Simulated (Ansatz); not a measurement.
# CH2, SMILES [CH2]: a composite energy at a relaxed geometry

With the Ansatz DFT code, driven from Python.

Run as a notebook:

In [1]:
```python
import ansatz as az
import numpy as np

geometry_ang = [
    ("C", [-0.0028, 0.427, 0.0]),
    ("H", [-0.9044, -0.2194, 0.0]),
    ("H", [0.9072, -0.2076, 0.0]),
]
ch2 = az.Crystal.molecule()
for symbol, xyz in geometry_ang:
    ch2 = ch2.atom(symbol, xyz)
```

In [2]:
```python
setup = (
    ch2.calculation()
    .basis(gaussian="def2-SVP")
    .functional("pbe0")
    .spin("collinear", total=2)
)
symbols = [site.symbol for site in ch2.cartesian_sites]
start = np.array([site.position_ang for site in ch2.cartesian_sites], dtype=float)
r = setup.relax(force_tolerance=0.01).run().report
end = np.array(r["positions_ang"])
print("final positions (A) and the move of each atom")
for symbol, xyz, old in zip(symbols, end, start):
    print(f"{symbol:2s} {xyz[0]:10.5f} {xyz[1]:10.5f} {xyz[2]:10.5f}   {np.linalg.norm(xyz - old):7.4f}")
```
```text
final positions (A) and the move of each atom
C    -0.00185    0.28350    0.00000    0.1435
H    -1.00222   -0.14829   -0.00000    0.1209
H     1.00407   -0.13521   -0.00000    0.1209
```

In [3]:
```python
minimum = az.Crystal.molecule()
for symbol, place in zip(symbols, end):
    minimum = minimum.atom(symbol, place.tolist())
at_minimum = minimum.calculation().spin("collinear", total=2)
level = lambda method, basis: at_minimum.basis(gaussian=basis).correlation(method).run().report
small, large, cluster = level("mp2", "cc-pVDZ"), level("mp2", "cc-pVTZ"), level("ccsd_t", "cc-pVDZ")
corr = lambda each: (each["free_energy_ev"] - each["reference_energy_ev"]) / 27.211386246
mp2_limit = (27 * corr(large) - 8 * corr(small)) / 19
pieces = {"HF / cc-pVTZ": large["reference_energy_ev"] / 27.211386246, "MP2 correlation, DZ-TZ limit": mp2_limit, "CCSD(T) - MP2 / cc-pVDZ": corr(cluster) - corr(small)}
for name, value in pieces.items():
    print(f"{name:32s} {value:14.6f} Ha")
print(f"{'sum':32s} {sum(pieces.values()):14.6f} Ha")
print("T1 diagnostic", round(cluster["correlation"]["coupled_cluster"]["t1_diagnostic"], 4))
```
```text
HF / cc-pVTZ                         -38.937225 Ha
MP2 correlation, DZ-TZ limit          -0.128314 Ha
CCSD(T) - MP2 / cc-pVDZ               -0.022027 Ha
sum                                  -39.087565 Ha
T1 diagnostic 0.0091
```

Reading the output:
- Total energies depend on the basis set; only differences at equal settings carry meaning.
- The sum leaves out core correlation, relativity, the Hartree-Fock basis error and zero-point energy; a DZ-TZ extrapolation is rough.
- The run takes the species as open-shell (spin multiplicity 3), which needn't be its ground state.
- Inner cores stay frozen, so this is valence correlation.
- Run time: 2.6 s on 1 thread of Arm Neoverse V1, on a shared host, peak memory 0.16 GiB.
